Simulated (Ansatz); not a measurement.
**C2H6Si (SMILES C[Si]C) at B3LYP/6-311+G(d,p)**

What is the vertical ionisation energy of C2H6Si at B3LYP/6-311+G**? 

The calculation is run with Ansatz 0.2.0.

34 further runs of the same task are left out: 34 set aside as unsound or not needed.

## Step 1: The structure to begin with

C2H6Si: 9 atoms, total charge 0, spin state singlet. SMILES: `C[Si]C`. The coordinates come from a PBE0-D4/def2-TZVP relaxation.

Bond lengths: C1–Si2 1.896 Å, Si2–C3 1.896 Å, C1–H4 1.102 Å, C1–H5 1.091 Å, C1–H6 1.095 Å, C3–H7 1.095 Å, C3–H8 1.091 Å, C3–H9 1.102 Å. Some angles: C1–Si2–C3 97.8°, Si2–C1–H4 105.3°, Si2–C1–H5 113.7°, Si2–C1–H6 114.0°, Si2–C3–H7 113.9°, Si2–C3–H8 113.7°, Si2–C3–H9 105.3°, H4–C1–H5 107.1°, H4–C1–H6 106.4°, H5–C1–H6 109.8°.

## Step 2: The energy at B3LYP/6-311+G(d,p)

in.yaml

```yaml
crystal:
  periodic: [false, false, false]
  atoms:
    - {symbol: C, position_ang: [-0.527400, 1.047300, -0.805300]}
    - {symbol: Si, position_ang: [0.896800, -0.199700, -0.912800]}
    - {symbol: C, position_ang: [0.601900, -1.069400, 0.746000]}
    - {symbol: H, position_ang: [-1.430700, 0.480400, -1.082200]}
    - {symbol: H, position_ang: [-0.439700, 1.875000, -1.511000]}
    - {symbol: H, position_ang: [-0.703500, 1.436700, 0.202600]}
    - {symbol: H, position_ang: [-0.455600, -1.193000, 1.001000]}
    - {symbol: H, position_ang: [1.117900, -2.026600, 0.837300]}
    - {symbol: H, position_ang: [1.028800, -0.397000, 1.507100]}
basis:
  gaussian:
    orbitals: 6-311+G_st__st_-spherical.json
hamiltonian:
  xc: {name: B3LYP}
accuracy: high
output: {orbitals: {seedname: orbitals}}
```

The basis set 6-311+G** is read from a file made from the Basis Set Exchange's data (not shown).

The run is started by

```console
$ ansatz run in.yaml --threads 1 --pin off --max-ram 3480MiB --events-out events.jsonl --progress --plain --runs-dir runs
```

Log:

```text
Warning: RAYON_NUM_THREADS=1 ignored (pool sized by the plan → 1); use --threads N
Functional definition: B3LYP
  name "B3LYP"
  parameter a0 = 0.2
  parameter ax = 0.72
  parameter ac = 0.81
  exchange = (1 - a0 - ax)*slater_x + ax*b88_x + a0*exact_x
  correlation = (1 - ac)*vwn_rpa_c + ac*lyp_c
2140 factors; integrals over basis functions are off by at most 4.3e-9 eV
mean field evaluation 1: about -10035.6607 eV, gradient 7.9e1 eV
mean field evaluation 2: about -10023.3379 eV, gradient 9.5e1 eV
mean field evaluation 4: about -10049.7822 eV, gradient 2.1e0 eV
mean field evaluation 8: about -10049.7906 eV, gradient 6.7e-2 eV
mean field evaluation 16: about -10049.7906 eV, gradient 7.7e-6 eV
mean field -10049.79058306 eV, -369.3229919347 hartree, gradient 1.5e-8 eV, S^2 0.000000; 0 other end points of the search recorded, 0 dependent functions left out
reference -10049.79062511 eV, -369.3229934802 hartree; 16, 16 occupied and 94, 94 virtual orbitals, 2140 factors
Total energy: -10049.79062511 eV, -369.3229934802 hartree
```

Wall time 7.2 s (1 thread of Arm Neoverse V2, shared host); peak memory 0.34 GiB.

## Step 3: The doublet cation

job.yaml

```yaml
basis:
  gaussian: {orbitals: 6-311+G_st__st_-spherical.json}
crystal:
  periodic: [false, false, false]
  atoms:
    - {symbol: C, position_ang: [-0.527400, 1.047300, -0.805300]}
    - {symbol: Si, position_ang: [0.896800, -0.199700, -0.912800]}
    - {symbol: C, position_ang: [0.601900, -1.069400, 0.746000]}
    - {symbol: H, position_ang: [-1.430700, 0.480400, -1.082200]}
    - {symbol: H, position_ang: [-0.439700, 1.875000, -1.511000]}
    - {symbol: H, position_ang: [-0.703500, 1.436700, 0.202600]}
    - {symbol: H, position_ang: [-0.455600, -1.193000, 1.001000]}
    - {symbol: H, position_ang: [1.117900, -2.026600, 0.837300]}
    - {symbol: H, position_ang: [1.028800, -0.397000, 1.507100]}
total_charge: 1
magnetization: {spin_polarized: true, initial_magnetization: 1}
hamiltonian: {xc: {name: B3LYP}}
accuracy: high
output: {orbitals: {seedname: orbitals}}
```

The basis set 6-311+G** is read from a file made from the Basis Set Exchange's data (not shown).

The run is started by

```console
$ ansatz run job.yaml --threads 1 --pin off --max-ram 3480MiB --events-out events.jsonl --progress --plain --runs-dir runs
```

Log (excerpt; [...] marks lines left out):

```text
Warning: RAYON_NUM_THREADS=1 ignored (pool sized by the plan → 1); use --threads N
[... 7 set-up lines as earlier in the session ...]
2140 factors; integrals over basis functions are off by at most 4.3e-9 eV
mean field evaluation 1: about -10018.1419 eV, gradient 7.1e1 eV
mean field evaluation 2: about -9976.5161 eV, gradient 9.7e1 eV
mean field evaluation 4: about -10041.3752 eV, gradient 5.6e0 eV
mean field evaluation 8: about -10041.6165 eV, gradient 9.1e-2 eV
mean field evaluation 16: about -10041.6166 eV, gradient 9.3e-5 eV
mean field -10041.61658569 eV, -369.0226030719 hartree, gradient 3.6e-8 eV, S^2 0.752401; 0 other end points of the search recorded, 0 dependent functions left out
reference -10041.61663387 eV, -369.0226048425 hartree; 16, 15 occupied and 94, 95 virtual orbitals, 2140 factors
Total energy: -10041.61663387 eV, -369.0226048425 hartree
```

It took 13 s on 1 thread of Arm Neoverse V2, shared host; peak memory 0.46 GiB.

## Step 4: Summary of results

At B3LYP/6-311+G**:

| quantity | value |
| --- | --- |
| singlet C2H6Si: total energy | -369.32299 Eh |
| singlet C2H6Si: HOMO energy | -5.82 eV |
| singlet C2H6Si: LUMO energy | -2.33 eV |
| singlet C2H6Si: HOMO–LUMO gap | 3.49 eV |
| doublet cation: total energy | -369.02260 Eh |
| doublet cation: HOMO energy (highest over α and β) | -13.48 eV |
| doublet cation: LUMO energy (lowest over α and β) | -10.51 eV |
| doublet cation: ⟨S²⟩ | 0.752 |
| vertical ionisation energy (to the doublet cation) | 8.174 eV |

The vertical ionisation energy comes to 8.17 eV (789 kJ/mol). −ε(HOMO) before ionisation, 5.82 eV, is 2.35 eV below this ionisation energy.
